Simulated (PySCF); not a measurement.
# SiO−: a composite coupled-cluster curve

An exercise on one series of results from a longer session: the logs are not shown, and one member is left open.

Computed with PySCF 2.14.0. Level: CCSD(T) on ROHF, no relativity in the base curves; scalar relativity is added as a correction.

3 further runs of the same task are left out: 3 set aside as unsound or not needed.

Set-up of the first run:

* molecule: SiO−
* state: doublet, unpaired electrons π ↑
* smaller basis: Si aug-cc-pV(D+d)Z, O aug-cc-pVDZ
* larger basis: Si aug-cc-pV(T+d)Z, O aug-cc-pVTZ
* frozen core orbitals: 6
* extrapolation: correlation as n⁻³ (n = 2, 3), Hartree–Fock as (n+1)·exp(−9√n)
* corrections: core–valence correlation, scalar relativity
* distances (Å): 1.3874, 1.4505, 1.5135, 1.5766, 1.6397, 1.7185, 1.7973
* masses (u): 27.9769, 15.9949
* dissociation limit: Si + O−

Command:

```console
> OMP_NUM_THREADS=4 python comp.py task.json out
```

One table of the session follows, with a row left open; its other results are not shown here.

| level | Re (Å) | ωe (cm⁻¹) | ωexe (cm⁻¹) | αe (cm⁻¹) | De (eV) |
| --- | --- | --- | --- | --- | --- |
| CCSD(T)/aug-cc-pVDZ(-PP) | 1.5928 | 991.5 | 5.29 | 0.00531 | 6.233 |
| CCSD(T)/aug-cc-pVTZ(-PP) | ? | ? | ? | ? | ? |
| HF/CBS | 1.5156 | 1220.1 | 5.51 | 0.00498 | 5.315 |
| MP2/CBS | 1.5697 | 1050.0 | 5.87 | 0.00549 | 7.252 |
| CCSD/CBS | 1.5511 | 1112.4 | 5.59 | 0.00516 | 6.620 |
| CCSD(T)/CBS | 1.5628 | 1068.8 | 5.99 | 0.00545 | 6.844 |
| CCSD(T)/CBS+CV | 1.5588 | 1072.9 | 6.02 | 0.00548 | 6.855 |
| CCSD(T)/CBS+CV+SR | 1.5586 | 1071.4 | 6.02 | 0.00549 | 6.841 |

Q: Estimate the row for CCSD(T)/aug-cc-pVTZ(-PP) from the others.

The run gave: Re (Å): 1.5657; ωe (cm⁻¹): 1060.8; ωexe (cm⁻¹): 5.98; αe (cm⁻¹): 0.00546; De (eV): 6.739. In the column «Re (Å)» it lies between CCSD(T)/CBS (1.5628) and MP2/CBS (1.5697).

**Reading.** The last step gives Re = 1.5586 Å, ωe = 1071.4 cm⁻¹ and De = 6.841 eV; the smaller basis alone is off from it by +34.2 mÅ and -0.61 eV. Near the minimum the mean field binds by 5.22 eV and correlation adds 1.62 eV of binding. T1 is 0.030. Spin–orbit coupling and excitations beyond (T) are left out. An extrapolation from double and triple zeta is rough, so this isn't yet the limit.
